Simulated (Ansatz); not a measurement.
Two shapes of singlet C₂H₄.

Shape 1:

```xyz
6

C     0.0000    0.0000   -0.6653
C     0.0000    0.0000    0.6653
H     0.0000   -0.9311   -1.2403
H     0.0000    0.9311   -1.2403
H     0.0000   -0.9311    1.2403
H     0.0000    0.9311    1.2403
```

Shape 2:

```xyz
6

C     0.0000    0.0000   -0.6121
C     0.0000    0.0000    0.6121
H     0.0000   -0.8567   -1.1411
H     0.0000    0.8567   -1.1411
H     0.0000   -0.8567    1.1411
H     0.0000    0.8567    1.1411
```

Basis set: cc-pVTZ (spherical functions). Left uncorrelated: 2 orbitals. Charge 0, multiplicity 1.

Computed with Ansatz (development build ahead of 0.2.0); each method stands on the lowest determinant of its kind that the runs found.

Problem. Which shape is lower in energy, and by how much in each method?

Solution.

```csv
method,E(2) − E(1) (eV)
RHF,0.702
RHF-MP2,0.880
```

Shape 1 is lower. Caution: no unrestricted run beside it, a lower state can exist.
